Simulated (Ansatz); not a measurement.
## Pb (model structure, started from the A7 type, R-3m, No. 166, 2 atoms in the cell)

Method: r²SCAN in Ansatz (PAW).

Settings: plane-wave cutoff 500 eV, 20×20×20 k mesh, Fermi–Dirac smearing 0.1 eV, scalar-relativistic PAW data made under PBE.

Cell (relaxed at this level):

Pb is modelled in the trigonal space group R-3m, hexagonal axes (No. 166), Pearson symbol hR1. Cell: a = 4.2859 Å, b = 4.2859 Å, c = 6.2401 Å, α = 90.00°, β = 90.00°, γ = 120.00°. Pb on 3b has 6 Pb at 3.233 Å (octahedral). (Neighbours: up to the widest gap in distance over summed covalent radii, below 1.35, at either atom.)
(The calculation used a cell of 2 atoms; values per cell refer to that cell.)

- band gap = zero (no gap)

Note: the relaxation could raise the start's symmetry but not lower it, so the cell can be a saddle point.

Spin–orbit coupling is not included; it can shift volumes and moduli of such heavy elements.

Computed values are for the static lattice.

A model structure was made by putting elements into a prototype or built by hand; it is no filed structure, need not be a known phase, and can be a saddle point held by its symmetry.

Ansatz is an electronic-structure program.
